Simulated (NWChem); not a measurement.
System: formaldehyde (CH2O); SMILES O=C

```xyz
4

C      0.0000     0.0000     0.5276
O      0.0000     0.0000    -0.6805
H      0.0000    -0.9529     1.1393
H      0.0000     0.9529     1.1393
```
Atoms are numbered in this order, from 1.

All runs: NWChem. All runs use the structure optimised with PBE-D3(BJ)/def2-SVP. Vertical excitations in the gas phase; the lowest state need not have the same character in each row.

| level | lowest excitation, singlet (eV) | oscillator strength of that lowest state | lowest state with f > 0.02, singlet (eV) | oscillator strength of that bright state | orbital gap (eV) |
|---|---|---|---|---|---|
| PBE/def2-SVPD, TDA | 3.86 | 0.000 | 6.55 | 0.042 | 3.58 |
| B3LYP/def2-SVPD, TDA | 3.97 | 0.000 | 7.15 | 0.044 | 5.92 |
| CAM-B3LYP/def2-SVPD, TDA | 3.97 | 0.000 | (withheld) | (withheld) | (withheld) |
| PBE0/def2-SVPD, TDA | 3.99 | 0.000 | 7.40 | 0.046 | 6.46 |

**Question.** Some entries are withheld; supply them.

**Answer.** 
- CAM-B3LYP/def2-SVPD, TDA, lowest state with f > 0.02, singlet (eV): 7.46
- CAM-B3LYP/def2-SVPD, TDA, oscillator strength of that bright state: 0.036
- CAM-B3LYP/def2-SVPD, TDA, orbital gap (eV): 9.17
